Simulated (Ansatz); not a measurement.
`CC[SiH2]C` → `C[SiH2]C` + `[CH2]` (triplet) at 400 K and 1 bar (formal loss of a carbene).

Program: Ansatz. Geometries: PBE0-D4/def2-TZVP. ΔE: electronic, gas phase. CBS: MP2 limit from def2 TZ/QZ plus the TZ coupled-cluster correction, frozen cores. This one scheme is used for every species. Triplets are unrestricted, without spin–orbit coupling. Each species was taken in one conformer, which may not be the lowest.

```tsv
species	CCSD(T)/CBS energy (Eh)	H − E (kJ/mol)	S (J/(mol·K))
`CC[SiH2]C`	-409.27248	345.9	372.6
`C[SiH2]C`	-370.01595	264.2	327.2
`[CH2]` (triplet)	-39.09499	59.0	205.7
```

H − E and S are ideal-gas, rigid-rotor, harmonic terms from PBE0-D4/def2-TZVP, for one conformer and one mirror image of each species, with the whole ground term of open shells counted as degenerate. 1 Eh = 2625.50 kJ/mol, R = 8.31446 J/(mol·K).

Problem. By hand: ΔE, ΔH, ΔS and ΔG.

Solution. ΔE = (-370.01595) + (-39.09499) − (-409.27248) = 0.16154 Eh = 424.1 kJ/mol. Δ(H − E) = 264.2 + 59.0 − 345.9 = -22.7, so ΔH = 401.4 kJ/mol. ΔS = 327.2 + 205.7 − 372.6 = 160.3 J/(mol·K). ΔG = 401.4 − 400 × (160.3)/1000 = 337.3 kJ/mol.

Problem. By hand: the equilibrium constant, and the temperature at which ΔG would vanish if ΔH and ΔS stayed fixed.

Solution. log₁₀ K = −ΔG/(RT ln 10) = -44.0. ΔG = 0 at ΔH/ΔS = 2504 K, far beyond where these terms or the molecules hold.

The number of gas molecules changes by +1, which sets the sign of ΔS. A doubt of 5 kJ/mol in ΔE shifts log₁₀ K by 0.7 here. Other conformers and mirror images would add mixing entropy, several J/(mol·K) or more a flexible species. A triplet takes part, so the spin changes. These are equilibria of isolated gas molecules and say nothing of rates. Largest T1 diagnostic: 0.011 (customary marks: 0.02 for closed shells, 0.045 for open ones).
